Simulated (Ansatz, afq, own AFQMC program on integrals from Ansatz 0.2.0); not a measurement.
B, doublet → B⁻, singlet

A free B atom.

E(singlet, charge -1) − E(doublet, charge +0) at this geometry, on UHF and RHF determinants.

Basis aug-cc-pVTZ. Noble-gas cores (and the filled d shells of Ga–Kr and In–Xe) are frozen. Integrals, coupled cluster, full CI and functionals: Ansatz 0.2.0; the random walks run on the same integrals in our own AFQMC program. ph-AFQMC/CISD is guided by a CISD state made of CCSD amplitudes; releasing the constraint for a short imaginary time cuts its bias at the price of noise, slowly where states lie close. ± is one standard error of the sampling. The errors of all members are added in quadrature.

Full CI on the same integrals is exact in this basis and with this determinant's frozen core.

Errors are counted within aug-cc-pVTZ, not against nature.

Cautions: B⁻ (singlet): another spin lies lower, at this level and basis the anion state lies above a neutral one, restricted determinant unstable towards unrestricted (UHF 948 meV lower, ⟨S²⟩ 1.03), the released energies are still falling, so no released level is given (meV from the phaseless value at times in 1/Eh: -7 ± 3 at 0.24, -13 ± 3 at 0.51, -26 ± 3 at 0.99, -30 ± 3 at 1.62, -40 ± 4 at 2.40), the determinant fills the p orbitals unequally in pairs, so it mixes two states of the atom (¹D and ¹S), and each level undoes that mixture to a different degree, while full CI gives the lower state, CCSDT(Q) on the UHF determinant differs (514 meV lower), perhaps since the unrestricted series falls towards higher spin, its ph-AFQMC/CISD value lies 118 ± 3 meV above full CI; at this level and basis the anion state lies above a neutral one.

```csv
level,vertical energy of electron attachment (kJ/mol)
MP2,56.7
CCSD,42.0
```

Question: From these cheaper values, estimate the vertical energy of electron attachment at the reference level in aug-cc-pVTZ.

Answer: 22.9 kJ/mol (full CI in aug-cc-pVTZ).

| level | vertical energy of electron attachment (kJ/mol) | error against FCI (kJ/mol) |
| --- | --- | --- |
| HF | 145.5 | 122.7 |
| CCSD(T) | 32.9 | 10.1 |
| ph-AFQMC/HF | 25.4 ± 2.0 | 2.6 ± 2.0 |
| ph-AFQMC/CISD | 33.7 ± 0.3 | 10.9 ± 0.3 |

Correlation beyond CCSD(T) takes off 10.1 kJ/mol. The perturbative (T) step is worth −9.0 kJ/mol. Where a determinant mixes two states, these steps and errors hold in part the undoing of that mixture, and only full CI is sure.
